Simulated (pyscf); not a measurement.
PySCF, gas phase, ωB97X-D3(BJ)/def2-SVP geometries.

Q: How much does it cost (ΔH, 298 K, ωB97M-D3(BJ)/def2-TZVP) to split H₃C–Zn–O–CH(CH₃)–CH₃ at its C–O bond into H₃C–Zn–O• + H₃C–CH•–CH₃?

A: C–O to H₃C–Zn–O• + H₃C–CH•–CH₃: 91.7 kcal/mol. The 7 functionals that were run give +85.9 (r²SCAN) to +94.7 kcal/mol (M06-2X). The radicals are drawn with the spin at the cut bond; how far it spreads was not checked. H₃C–Zn–O• lies 16.5 kcal/mol over its isomer [H₃C–O–Zn]•, and others may lie lower still (electronic energy, ωB97M-D3(BJ)). Other isomers of H₃C–CH•–CH₃ were not searched in full and may lie lower. Elements up to Kr have no core potential and no relativistic terms here.
